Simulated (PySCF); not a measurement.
Simulated outer-valence photoelectron spectrum of `O=C1CC=C1F`. Method used: EOM-IP-CCSD/aug-cc-pVDZ in PySCF, restricted Hartree–Fock reference, 6 core orbitals frozen, non-relativistic, gas phase, PBE0-D3(BJ)/def2-SVP geometry.

Each root has a Gaussian of 0.3 eV full width with its one-hole share as area; cross sections and vibrations are left out, and the highest printed point is 100.

```json
{"ionisation energy (eV)": "9.6", "intensity": "0"}
{"ionisation energy (eV)": "9.8", "intensity": "17"}
{"ionisation energy (eV)": "10.0", "intensity": "71"}
{"ionisation energy (eV)": "10.2", "intensity": "28"}
{"ionisation energy (eV)": "10.4", "intensity": "48"}
{"ionisation energy (eV)": "10.6", "intensity": "60"}
{"ionisation energy (eV)": "10.8", "intensity": "6"}
{"ionisation energy (eV)": "11.0", "intensity": "0"}
{"ionisation energy (eV)": "11.2", "intensity": "0"}
{"ionisation energy (eV)": "11.4", "intensity": "0"}
{"ionisation energy (eV)": "11.6", "intensity": "0"}
{"ionisation energy (eV)": "11.8", "intensity": "0"}
{"ionisation energy (eV)": "12.0", "intensity": "0"}
{"ionisation energy (eV)": "12.2", "intensity": "0"}
{"ionisation energy (eV)": "12.4", "intensity": "0"}
{"ionisation energy (eV)": "12.6", "intensity": "0"}
{"ionisation energy (eV)": "12.8", "intensity": "0"}
{"ionisation energy (eV)": "13.0", "intensity": "0"}
{"ionisation energy (eV)": "13.2", "intensity": "1"}
{"ionisation energy (eV)": "13.4", "intensity": "35"}
{"ionisation energy (eV)": "13.6", "intensity": "100"}
{"ionisation energy (eV)": "13.8", "intensity": "80"}
{"ionisation energy (eV)": "14.0", "intensity": "36"}
{"ionisation energy (eV)": "14.2", "intensity": "72"}
{"ionisation energy (eV)": "14.4", "intensity": "18"}
{"ionisation energy (eV)": "14.6", "intensity": "0"}
{"ionisation energy (eV)": "14.8", "intensity": "6"}
{"ionisation energy (eV)": "15.0", "intensity": "57"}
{"ionisation energy (eV)": "15.2", "intensity": "47"}
{"ionisation energy (eV)": "15.4", "intensity": "3"}
{"ionisation energy (eV)": "15.6", "intensity": "4"}
{"ionisation energy (eV)": "15.8", "intensity": "52"}
{"ionisation energy (eV)": "16.0", "intensity": "53"}
{"ionisation energy (eV)": "16.2", "intensity": "5"}
{"ionisation energy (eV)": "16.4", "intensity": "9"}
{"ionisation energy (eV)": "16.6", "intensity": "63"}
{"ionisation energy (eV)": "16.8", "intensity": "38"}
{"ionisation energy (eV)": "17.0", "intensity": "2"}
```

Question: Where are the maxima, and how many lines lie under the curve?

Answer: 7 maxima, at 10.0, 10.5, 13.7, 14.2, 15.1, 15.9 and 16.7 eV, from 8 lines. At this width some lines have no maximum of their own.

Question: List the lines with their holes.

Answer: 
```json
{"E (eV)": "10.01", "leading hole (HF orbital)": "HOMO-1", "area": "0.95", "Koopmans (eV)": "11.62"}
{"E (eV)": "10.52", "leading hole (HF orbital)": "HOMO", "area": "0.96", "Koopmans (eV)": "10.75"}
{"E (eV)": "13.55", "leading hole (HF orbital)": "HOMO-2", "area": "0.93", "Koopmans (eV)": "14.49"}
{"E (eV)": "13.76", "leading hole (HF orbital)": "HOMO-3", "area": "0.95", "Koopmans (eV)": "15.23"}
{"E (eV)": "14.19", "leading hole (HF orbital)": "HOMO-4", "area": "0.95", "Koopmans (eV)": "15.96"}
{"E (eV)": "15.09", "leading hole (HF orbital)": "HOMO-5", "area": "0.94", "Koopmans (eV)": "17.23"}
{"E (eV)": "15.90", "leading hole (HF orbital)": "HOMO-6", "area": "0.93", "Koopmans (eV)": "17.30"}
{"E (eV)": "16.66", "leading hole (HF orbital)": "HOMO-7", "area": "0.93", "Koopmans (eV)": "19.13"}
```

The widest gap, 3.03 eV, lies between 10.52 and 13.55 eV. Only orbitals with −ε under 21 eV, eight at most, were ionised, so the high end of the curve may lack lines.
